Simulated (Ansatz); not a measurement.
Compare A (`CC(N)C=O`) with its isomer B (`CCNC=O`).

Calculated with Ansatz (gas phase, PBE0-D4/def2-TZVP geometries, no zero-point term in ΔE). CBS: MP2 limit from def2 TZ/QZ plus the TZ coupled-cluster correction, frozen cores. DFT in def2-TZVPP. B3LYP here is the variant with VWN-RPA as its local correlation; programs differ in this. Each species was taken in one conformer, which may not be the lowest.

Problem. Which isomer does CCSD(T)/CBS put lower? Give the gap. (Estimate.)

Solution. The calculation gave: B, by 14.1 kcal/mol.

Problem. Give E(B) − E(A) in kcal/mol with LDA (SPW92), B2PLYP, MP2/def2-TZVPP, HF/def2-TZVPP, PBE0-D4, B3LYP, CCSD(T)/def2-SVP. (Best estimate.)

Solution. The calculation gave: LDA (SPW92) -19.6, B2PLYP -16.4, MP2/def2-TZVPP -14.9, HF/def2-TZVPP -15.1, PBE0-D4 -17.1, B3LYP -17.3, CCSD(T)/def2-SVP -16.3. None reverses the order clearly.

Problem. Does the order hold for the free energy at 298.15 K (harmonic terms from PBE0-D4)? (An estimate is asked.)

Solution. Ansatz gave: Yes: G(B) − G(A) = -13.7 kcal/mol, for one conformer each. Modes under 60 cm⁻¹, often nearly free rotors, make the harmonic entropy too high.

Largest T1 diagnostic: 0.014.

From BLYP to BHLYP (50 % exact exchange), in def2-TZVPP and without D4, E(B) − E(A) moves by +1.4 kcal/mol. At CCSD(T), def2-SVP lies −2.2 kcal/mol from the extrapolated value and def2-TZVPP +0.1 kcal/mol.
